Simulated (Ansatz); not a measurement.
# CH4OS: the cost of one run

Program: Ansatz 0.2.0. Level of theory: RKS revPBE/def2-SVP. These are calculated values, not measurements.

### Step 1. The starting structure

Bond lengths: O1–C2 1.421 Å, C2–S3 1.767 Å, O1–H4 0.972 Å, C2–H5 1.104 Å, C2–H6 1.101 Å, S3–H7 1.338 Å. Angles: O1–C2–S3 107.7°, O1–C2–H5 110.4°, O1–C2–H6 110.8°, S3–C2–H5 109.0°, S3–C2–H6 109.6°, H5–C2–H6 109.2°, C2–O1–H4 100.4°, C2–S3–H7 97.8°.

As a file:

```xyz
7

O    -0.7616   -0.8237   -0.3544
C    -0.0428    0.3781   -0.1149
S     1.6323   -0.0602    0.2366
H    -1.6160   -0.4625   -0.6457
H    -0.0656    1.0260   -1.0089
H    -0.4693    0.9252    0.7399
H     1.3842   -1.0509    1.1017
```

### Step 2. Relaxing end A

The input, input.yaml:

```yaml
crystal:
  periodic: [false, false, false]
  atoms:
    - { symbol: O, position_ang: [-0.7616, -0.8237, -0.3544] }
    - { symbol: C, position_ang: [-0.0428, 0.3781, -0.1149] }
    - { symbol: S, position_ang: [1.6323, -0.0602, 0.2366] }
    - { symbol: H, position_ang: [-1.616, -0.4625, -0.6457] }
    - { symbol: H, position_ang: [-0.0656, 1.026, -1.0089] }
    - { symbol: H, position_ang: [-0.4693, 0.9252, 0.7399] }
    - { symbol: H, position_ang: [1.3842, -1.0509, 1.1017] }
basis:
  gaussian: { orbitals: def2-SVP }
hamiltonian:
  xc: revpbe
relax:
  f_tol: 0.015
  max_steps: 40
```

Launch:

```sh
> ansatz run input.yaml --threads 1 --pin off --max-ram 2048MiB --backend cpu --events-out ev --progress --plain --runs-dir out
```

Q: Estimate wall time and peak memory on 1 thread of Arm Neoverse V2, shared host.

About 16 s, with a peak of 0.13 GiB.
